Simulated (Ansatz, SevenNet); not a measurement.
# Rock-salt KI: lattice parameter a by level of theory

No measured value is used here.

```tsv
level (code)	value (Å)
SevenNet-l3i5 (SevenNet)	7.193
LDA (Ansatz)	6.818
PBE (Ansatz)	7.182
PBE-D3(BJ) (Ansatz)	7.003
r²SCAN (Ansatz)	7.092
PBE0 (Ansatz)	7.140
```

Cutoffs and k meshes differ between the levels. Ansatz's density-functional and Hartree–Fock values are scalar-relativistic unless marked +SOC, with PAW data made under PBE.

Machine-learned potentials (SevenNet-l3i5) are trained on DFT data, which may include these solids.

Ansatz is a quantum-chemistry and plane-wave program.
